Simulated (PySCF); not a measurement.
**A diatomic session: C₂+**

What are the lowest state that PBE0 finds, the bond length, vibrational wavenumber and bond energy of C₂+, and how much do these hang on the method?

Program: PySCF 2.14.0. Level of theory: C 6-31G(d,p), no relativity. These are calculated values, not measurements.

## (1) The job

A driver script around PySCF takes these settings:

```
atoms                         : C, C
charge                        : 1
basis                         : C 6-31G(d,p)
Hamiltonian                   : no relativity
basis functions               : 28
electrons treated             : 11
masses in u                   : 12.0000, 12.0000
levels                        : PBE0, PBE, r²SCAN, M06, revPBE, BLYP, HF, MP2, SCS-MP2, CCSD, CCSD(T)
grid                          : 80 radial by 434 angular points
occupations                   : held fixed by the projection of orbital angular momentum
dissociation limit            : C+ + C, each in its ground configuration
starting distance in angstrom : 1.520
values of 2S to try           : 1, 3
```

Run with:

```sh
OMP_NUM_THREADS=1 python dia.py task.json out
```

After this run come: The PBE0 curve of the state that the search chose; Higher solutions at PBE0; PBE (GGA); r²SCAN (meta-GGA); M06; revPBE (GGA); BLYP (GGA); UHF (mean field); MP2 and coupled cluster.

**Question.** What will these runs give? Wanted: for each run, Re; ωe; De.

**Answer**, as computed:

Lowest PBE0 solution found, without spin–orbit coupling: ⁴Σg⁻ (quartet), unpaired electrons σ ↑, π ↑↑. State 2 has its PBE0 minimum 0.53 eV higher, as a spin-mixed determinant (⟨S²⟩ = 1.77), so this is no gap between pure states. State 3 has its PBE0 minimum 0.61 eV higher, as a spin-mixed determinant (⟨S²⟩ = 1.76), so this is no gap between pure states. State 4 has its PBE0 minimum 1.68 eV higher. The other levels ran on the lowest alone.

| level | Re (Å) | ωe (cm⁻¹) | De (eV) |
| --- | --- | --- | --- |
| UHF | 1.379 | 1485 | 3.44 |
| UHF-MP2 | 1.405 | 1425 | 5.50 |
| UHF-SCS-MP2 | 1.390 | 1518 | 5.09 |
| UHF-CCSD | 1.407 | 1402 | 5.17 |
| UHF-CCSD(T) | 1.414 | 1373 | 5.43 |
| PBE | 1.424 | 1294 | 6.64 |
| revPBE | 1.429 | 1279 | 6.38 |
| BLYP | 1.428 | 1263 | 6.24 |
| r²SCAN | 1.416 | 1326 | 6.17 |
| PBE0 | 1.405 | 1374 | 6.01 |

De is counted to C+ + C in their ground configurations. No constants: M06 (the points don't follow one smooth fit).

Differences from CCSD(T) in the same basis:

| level | Re (mÅ) | ωe (%) |
| --- | --- | --- |
| UHF | -35 | +8.2 |
| UHF-MP2 | -9 | +3.8 |
| UHF-SCS-MP2 | -24 | +10.6 |
| UHF-CCSD | -7 | +2.2 |
| PBE | +10 | -5.7 |
| revPBE | +15 | -6.8 |
| BLYP | +14 | -7.9 |
| r²SCAN | +2 | -3.4 |
| PBE0 | -9 | +0.1 |

**Reading.** Judged by CCSD(T) in the same basis: best bond length r²SCAN (+2 mÅ), worst UHF (-35 mÅ); best wavenumber PBE0 (+0.1 %), worst UHF-SCS-MP2 (+10.6 %). Hartree–Fock makes the bond too short and too stiff against this reference, as it mostly does. PBE has the long and soft bond that GGAs tend to give. CCSD(T) in a basis this small is itself some way from its limit, more so than the functionals. Among the levels with a De in the table, it runs from 3.44 eV (UHF) to 6.64 eV (PBE).

Correlated steps freeze 2 core orbitals.
